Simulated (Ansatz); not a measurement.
A calculation with Ansatz (development build ahead of 0.2.0).

```yaml
crystal:
  periodic: [false, false, false]
  atoms:
    - { symbol: C, position_ang: [-0.01481, 0.01426, -0.54616] }
    - { symbol: O, position_ang: [-0.03397, -0.03268, 0.64661] }
    - { symbol: H, position_ang: [-0.01043, -0.86828, -0.86886] }
    - { symbol: H, position_ang: [-0.74488, 0.37638, -0.87957] }
    - { symbol: H, position_ang: [0.7658, 0.39727, -0.95603] }
    - { symbol: H, position_ang: [-0.01149, 0.74331, 0.93911] }
basis:
  gaussian: { orbitals: "6-31G" }
hamiltonian:
  xc: hf
```

The input is written out in the form of the current development build from the run's settings.

Output:

```
Converged                       : yes
Total energy                    : -114.82522 hartree
Spin squared of the determinant : 0.000
```

Caution: no unrestricted run beside it, a lower state can exist.
